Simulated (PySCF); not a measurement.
Molecule: SMILES PPP, H₅P₃.

Geometry (Å), atoms numbered from 1 in this order:
```xyz
8

P     1.698   -0.176   -0.176
P    -0.012   -0.501    1.245
P    -1.607   -0.356   -0.329
H     1.627    1.248   -0.062
H     2.682   -0.263    0.859
H     0.070   -1.925    1.121
H    -1.718    1.065   -0.202
H    -2.666   -0.576    0.607
```

Geometry PBE0-D3(BJ)/def2-SVP throughout; GIAO in PySCF, gas phase, one conformer, non-relativistic; equivalent atoms averaged; basis pcSseg-2.

Problem. How do the shifts δ (against H3PO4, TMS at the same level) depend on the functional? (ppm; last column core-seconds on 1 thread of an Arm Neoverse V2, shared host; the GGAs took longer than the global hybrids here, which isn't the general rule, and the cause wasn't traced)

Solution. 
| functional | kind | P2 | P1/P3 | H4/H5/H7/H8 | H6 | core-s |
| --- | --- | --- | --- | --- | --- | --- |
| HF | Hartree–Fock | -169.9 | -187.5 | 2.59 | 2.37 | 5.6 |
| LDA | LDA | -158.5 | -219.8 | 2.94 | 3.25 | 10 |
| PBE | GGA | -150.3 | -204.1 | 2.80 | 3.01 | 13 |
| BLYP | GGA | -127.4 | -186.6 | 2.74 | 2.87 | 12 |
| BP86 | GGA | -145.9 | -200.5 | 2.79 | 2.99 | 13 |
| OPBE | GGA | -161.1 | -206.5 | 2.78 | 3.06 | 13 |
| KT2 | GGA | -147.4 | -198.8 | 2.76 | 2.94 | 13 |
| KT3 | GGA | -138.4 | -187.1 | 2.67 | 2.84 | 13 |
| B97-D | GGA | -129.9 | -184.1 | 2.77 | 2.94 | 13 |
| B3LYP | global hybrid | -142.8 | -191.9 | 2.70 | 2.76 | 9.7 |
| PBE0 | global hybrid | -167.1 | -208.7 | 2.74 | 2.84 | 10 |
| mPW1PW91 | global hybrid | -163.8 | -205.9 | 2.72 | 2.82 | 9.6 |

Problem. Which nucleus moves most, in ppm?

Solution. P2 (phosphorus bonded to 2 P, H): from -169.9 ppm with HF to -127.4 ppm with BLYP. The smallest spread is 0.35 ppm, at H4/H5/H7/H8.
